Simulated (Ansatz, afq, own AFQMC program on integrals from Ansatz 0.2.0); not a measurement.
AFQMC on a folder of integrals that Ansatz 0.2.0 wrote.

```yaml
crystal:
  periodic: [false, false, false]
  atoms:
    - {symbol: In, position_ang: [0.000000, 0.000000, 0.000000]}
    - {symbol: H, position_ang: [0.000000, 0.000000, -1.665400]}
    - {symbol: H, position_ang: [0.000000, 0.000000, 1.665400]}
basis:
  gaussian: {orbitals: def2-TZVP}
total_charge: 1
magnetization: {spin_polarized: false}
correlation: {method: ccsd_t, electrons: outside_noble_gas, hamiltonian_folder: ham}
```

```sh
$ ansatz run in.yaml --threads 1 --pin off --events-out ev --progress --plain --max-ram 15360MiB --backend cuda --devices 0, --max-vram 18GiB
```

afq runs on the folder ham with

```
--method phaseless --trial cisd --walkers 4000 --populations 20 --least-time 60 --time-step 0.005 --steps-per-block 50 --equilibration-blocks 28 --max-blocks 4000 --target-error 0.00012 --factor-cut 1e-05 --seed 346 --release-times 0.24,0.51,0.99,1.62,2.4 --release-step 0.03 --release-every 3 --taylor-order 6
```

Times are imaginary, in 1/Eh. The walk had a cap of 126 s. With eight or more populations the least sampling time is a fifth of least-time, and the error comes from their spread. Filled inner d shells are frozen with the cores. Core potentials past Kr, no spin–orbit coupling.

```
orbitals 53  electrons 2 2  factors 447 of 591
reference energy -190.09793413 Eh
CCSD correlation -0.06684568 Eh in 9 cycles, weight of the determinant in the CISD state 0.9514
energy of the start -190.164783 Eh
 block  time / (1/Eh)  mean weight  energy / Eh
     1     0.250  1.0000  -190.164622
     2     0.500  1.0000  -190.164707
     3     0.750  0.9999  -190.164831
     4     1.000  0.9998  -190.164960
     5     1.250  0.9999  -190.165114
    10     2.500  0.9999  -190.165444
    15     3.750  1.0001  -190.165579
    20     5.000  1.0000  -190.165534
    25     6.250  0.9999  -190.165786
    27     6.750  1.0000  -190.165860
    30     7.500  0.9999  -190.165735
    35     8.750  1.0001  -190.165689
    40    10.000  1.0002  -190.165715
    45    11.250  1.0000  -190.165631
    50    12.500  1.0000  -190.165578
    55    13.750  1.0000  -190.165689
    60    15.000  1.0000  -190.165709
    65    16.250  0.9999  -190.165764
    70    17.500  0.9999  -190.165676
    75    18.750  1.0000  -190.165691
    78    19.500  1.0001  -190.165849
error from the spread of 20 populations
released: time / (1/Eh)  energy / Eh  error  mean overlap
  0.24  -190.165686  0.000016  1.0013
  0.51  -190.165683  0.000011  1.0026
  0.99  -190.165700  0.000011  1.0028
  1.62  -190.165738  0.000010  1.0005
  2.40  -190.165736  0.000011  1.0003
energy -190.165696 +/- 0.000019 Eh
(rows thinned)
```

Estimate how long the walk took on 1 × NVIDIA H100 80GB HBM3 with 2 threads of AMD EPYC 7R13 Processor (Zen 3), with other jobs on the host (the card was shared).

40 s of wall time.

The run passed its tests (sampling time, drift between the halves within three errors, error under three times the target), which doesn't prove that it has relaxed.

Against this walk (error 0.5 meV) on the same determinant: CCSD(T) 5.6 meV higher, CCSDT(Q) 1.2 meV lower, full CI 1.4 meV lower. The error is statistical and leaves out the bias of the constraint. Released to 2.40 1/Eh the energy moves by -1.1 ± 0.6 meV (both errors), within twice the noise.

Cautions: constraint bias not in the error; no spin-orbit coupling; inner d shell frozen.

CCSDT and higher add their correlation energy to the determinant of the CCSD(T) run, since their own runs factorise the integrals more tightly (a shift of under 2 meV). A walk keeps the symmetry of its determinant, which the program's search chose and which needn't be the lowest solution, so a lower state of the same spin and another symmetry isn't excluded.
